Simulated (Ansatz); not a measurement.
quartet AlSi: levels of theory in one basis

```csv
atom,x (Å),y (Å),z (Å)
Al,-0.0475,0.0084,-1.2227
Si,-0.0210,0.0411,1.2289
```

Basis set: def2-SVP (spherical functions). Left uncorrelated: 10 orbitals. Correlation on ROHF uses semicanonical orbitals with singles. Charge 0, multiplicity 4.

Computed with Ansatz (development build ahead of 0.2.0); each method stands on the lowest determinant of its kind that the runs found.

```csv
method,E − E(ROHF) (eV),<S²> of the determinant
ROHF,0.00,–
UHF,-0.06,3.77
ROHF-MP2,-2.68,–
UHF-MP2,-2.68,3.77
ROHF-CCSD(T),-3.62,–
UHF-CCSD(T),-3.62,3.77
```

**Question.** Is a single determinant a sound starting point here?

**Answer.** By this sign, yes. Unrestricted orbitals gain 0.06 eV and <S²> is 3.77 against 3.75 for a pure state.
